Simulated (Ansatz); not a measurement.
Species: HS (charge -1, singlet). 
Geometry from a B3LYP-D3(BJ)/def2-TZVP (Ansatz, a program for electronic structure) optimisation:
```
S
H 1 1.3492
```
Charge -1, spin multiplicity 1.

Basis-set convergence of Hartree-Fock and CCSD correlation energies (hartree) with Ansatz. Cores are frozen in the correlated levels unless marked. Spin-orbit coupling is left out. No relativistic terms. This anion needs diffuse functions, which these sets lack.

```json
[
 {"basis": "cc-pV(D+d)Z", "functions": "28", "E(HF)": "-398.10946", "E(corr, CCSD)": "-0.15747"},
 {"basis": "cc-pV(T+d)Z", "functions": "53", "E(HF)": "-398.13536", "E(corr, CCSD)": "-0.21112"},
 {"basis": "cc-pV(Q+d)Z", "functions": "94", "E(HF)": "-398.14422", "E(corr, CCSD)": "-0.22793"},
 {"basis": "cc-pV(5+d)Z", "functions": "155", "E(HF)": "(withheld)", "E(corr, CCSD)": "(withheld)"}
]
```

Q: Fill in the missing entries.

A: 
- cc-pV(5+d)Z, E(HF): -398.14682
- cc-pV(5+d)Z, E(corr, CCSD): -0.23317
